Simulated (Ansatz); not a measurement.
Cost and result for the atomization energy of AlCl (`[Al][Cl]`) (2 atoms, 1 bond).

Z-matrix (Å, degrees):
```
Al
Cl 1 2.146
```

The species carries charge 0 and has multiplicity 1. Geometry: relaxed with PBE0-D4/def2-TZVP. Program: Ansatz. All runs use 2 threads of an AMD EPYC 7R13 on a shared host. Times are those of one run each, without the atoms' runs, and a repeat can differ threefold. Electronic energies, without spin–orbit coupling; frozen cores. CCSD(T)/CBS extrapolates def2-TZVPP and def2-QZVPP, and its time is that of the two runs behind it. T1 = 0.011. B3LYP takes the VWN-RPA correlation (the form of Gaussian; ORCA's B3LYP/G). HSE06 is the plane-wave form, built on full-range PBE exchange.

CCSD(T)/CBS is a level of theory with its own doubt, some kJ/mol a heavy atom from the limit and from the frozen cores, so smaller differences don't rank the functionals.

| level | functions | wall time |
| --- | --- | --- |
| CCSD(T)/def2-SVP | 36 | 0.35 s |
| revPBE-D4/def2-TZVPP | 84 | 0.56 s |
| HSE06-D4/def2-TZVPP | 84 | 0.66 s |
| B3LYP-D4/def2-TZVPP (with forces) | 84 | 0.76 s |
| CAM-B3LYP-D4/def2-TZVPP | 84 | 0.86 s |
| RPA@PBE/def2-TZVPP | 84 | 0.96 s |
| CCSD(T)/def2-TZVPP | 84 | 1 s |
| r2SCANh-D4/def2-TZVPP | 84 | 1.1 s |
| B2PLYP/def2-TZVPP | 84 | 1.2 s |
| B97M-V/def2-TZVPP | 84 | 1.7 s |
| ωB97M-V/def2-TZVPP (with forces) | 84 | 2.4 s |
| CCSD(T)/def2-QZVPP | 140 | 4.2 s |
| CCSD(T)/CBS(def2) | – | 5.2 s |

(1) What atomization energy does each give, and how far from CCSD(T)/CBS? (An estimate is asked.)

Answers

(1) The calculation gave: 
```tsv
level	atomization (kJ/mol)	difference from CCSD(T)/CBS	per bond
CCSD(T)/def2-SVP	469.9	-42.5	-42.5
revPBE-D4/def2-TZVPP	497.6	-14.8	-14.8
HSE06-D4/def2-TZVPP	502.1	-10.3	-10.3
B3LYP-D4/def2-TZVPP (with forces)	498.2	-14.2	-14.2
CAM-B3LYP-D4/def2-TZVPP	497.2	-15.2	-15.2
RPA@PBE/def2-TZVPP	447.3	-65.1	-65.0
CCSD(T)/def2-TZVPP	490.7	-21.7	-21.7
r2SCANh-D4/def2-TZVPP	500.7	-11.7	-11.7
B2PLYP/def2-TZVPP	497.3	-15.1	-15.1
B97M-V/def2-TZVPP	526.4	14.0	14.0
ωB97M-V/def2-TZVPP (with forces)	522.2	9.8	9.8
CCSD(T)/def2-QZVPP	503.2	-9.2	-9.2
CCSD(T)/CBS(def2)	512.4	0.0	0.0
```

From BLYP to BHLYP (50 % exact exchange), in def2-TZVPP and without D4, the atomization energy moves by −10.5 kJ/mol: exact exchange takes away binding that semilocal exchange gives to molecules. At CCSD(T), def2-SVP lies −42.5 kJ/mol from the extrapolated value and def2-TZVPP −21.7 kJ/mol: correlation converges slowly with the basis, and small sets miss more of it in the bonded molecule than in its fragments. In def2-TZVPP, CCSD(T) changes the Hartree–Fock value by +103.7 kJ/mol (the triples alone add +11.2 kJ/mol) and MP2 by +125.1 kJ/mol; breaking electron pairs costs correlation energy, which Hartree–Fock lacks.
